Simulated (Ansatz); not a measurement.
Rock-salt TlBr (metastable phase) was calculated with HSE06 in Ansatz (plane waves, PAW).

Numerical settings: plane-wave cutoff 500 eV, 6×6×6 k mesh, gaussian smearing 0.02 eV, scalar-relativistic PAW data made under PBE.

Cell (relaxed at this level):

```xyz
2
Lattice="0.0000 3.3779 3.3779 3.3779 0.0000 3.3779 3.3779 3.3779 0.0000" Properties=species:S:1:pos:R:3 pbc="T T T"
Tl     0.0000     0.0000     0.0000
Br     3.3779     3.3779     3.3779
```

Problem. Give the computed band gap.

Solution. 
- band gap = 2.99 eV (on the SCF k mesh)

Note: the relaxation could not lower the start's symmetry, so the cell can be a saddle point above a distorted one.

Spin–orbit coupling is not included; with these elements it can move the gap by several tenths of an eV or more.

Computed values are for the static lattice.

Ansatz is a program for electronic structure.
